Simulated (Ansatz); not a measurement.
**CH₂OS (SMILES O=CS): one structure at several levels**

A test off equilibrium: a frame of a short trajectory is computed at several levels, and each is set against CCSD(T).

Method: single points in def2-TZVPP; program: Ansatz 0.2.0, Gaussian basis.

Correlated methods freeze the cores.

### 1 Starting geometry

SMILES `O=CS`, 5 atoms, charge 0, spin multiplicity 1.

Atoms are counted from 1 here; the program's logs count them from 0.

Bond lengths: O1–C2 1.221 Å, C2–S3 1.812 Å, C2–H4 1.098 Å, S3–H5 1.326 Å. Angles: O1–C2–S3 126.3°, O1–C2–H4 123.6°, S3–C2–H4 110.1°, C2–S3–H5 95.7°.

As a file:

```tsv
atom	x (Å)	y (Å)	z (Å)
O1	-0.7401	-0.6276	1.0869
C2	-0.4439	-0.3879	-0.0732
S3	0.8565	0.7400	-0.6381
H4	-0.9286	-0.8657	-0.9346
H5	1.3999	0.9225	0.5577
```

### 2 PBE-D4/def2-TZVPP

The input, run/in.yaml:

```yaml
crystal:
  periodic: [false, false, false]
  atoms:
    - {symbol: O, position_ang: [-0.740090, -0.627580, 1.086936]}
    - {symbol: C, position_ang: [-0.443923, -0.387895, -0.073213]}
    - {symbol: S, position_ang: [0.856497, 0.739972, -0.638057]}
    - {symbol: H, position_ang: [-0.928643, -0.865713, -0.934569]}
    - {symbol: H, position_ang: [1.399931, 0.922456, 0.557694]}
basis:
  gaussian: {orbitals: def2-TZVPP}
hamiltonian: {xc: pbe, dispersion: d4}
output: {forces: true}
```

Command:

```sh
ansatz run in.yaml --threads 2 --pin off --events-out ev --progress --plain --max-ram 3481MiB
```

### 3 r2SCAN-D4/def2-TZVPP

Edit run/in.yaml of step 2 so:

```diff
@@ -10,3 +10,3 @@
   gaussian: {orbitals: def2-TZVPP}
-hamiltonian: {xc: pbe, dispersion: d4}
+hamiltonian: {xc: r2scan, dispersion: d4}
 output: {forces: true}
```

### 4 PBE0-D4/def2-TZVPP

Edit run/in.yaml of step 3 so:

```diff
@@ -10,3 +10,3 @@
   gaussian: {orbitals: def2-TZVPP}
-hamiltonian: {xc: r2scan, dispersion: d4}
-output: {forces: true}
+hamiltonian: {xc: pbe0, dispersion: d4}
+output: {forces: true, orbitals: {seedname: orbitals}}
```

### 5 wB97M-V/def2-TZVPP

Edit run/in.yaml of step 4 so:

```diff
@@ -10,3 +10,3 @@
   gaussian: {orbitals: def2-TZVPP}
-hamiltonian: {xc: pbe0, dispersion: d4}
-output: {forces: true, orbitals: {seedname: orbitals}}
+hamiltonian: {xc: {name: wB97M-V}}
+output: {forces: true}
```

### 6 CCSD(T)/def2-TZVPP

Edit run/in.yaml of step 5 so:

```diff
@@ -10,3 +10,3 @@
   gaussian: {orbitals: def2-TZVPP}
-hamiltonian: {xc: {name: wB97M-V}}
+correlation: {method: ccsd_t}
 output: {forces: true}
```

(Steps that only read results are left out.)

Before running it: what results should come out? Wanted: energy less free atoms, CCSD(T)/def2-TZVPP; RMS force component; RMS force error; HOMO and LUMO, PBE0-D4; T1 diagnostic.

**Answer**, as computed:

| quantity | value |
| --- | --- |
| energy less free atoms, CCSD(T)/def2-TZVPP | -1795.1 kJ/mol |
| RMS force component | 0.545 to 0.885 eV/Å over the methods |
| RMS force error | PBE-D4 0.204, r2SCAN-D4 0.193, PBE0-D4 0.346, wB97M-V 0.300 eV/Å |
| HOMO and LUMO, PBE0-D4 | -8.06 and -1.33 eV |
| T1 diagnostic | 0.018 |

**Reading.** Against CCSD(T) the functionals' energies less atoms differ by -152.5 to -68.6 kJ/mol, PBE-D4 by -152.5 kJ/mol. CCSD(T) in triple zeta still lacks some correlation energy of the bonds, so part of these gaps is its own basis error and they don't rank the functionals. For forces r2SCAN-D4 does best and PBE0-D4 worst. Frozen-core CCSD(T) forces in triple zeta carry basis errors of their own, and this is one geometry, so small gaps rank nothing.
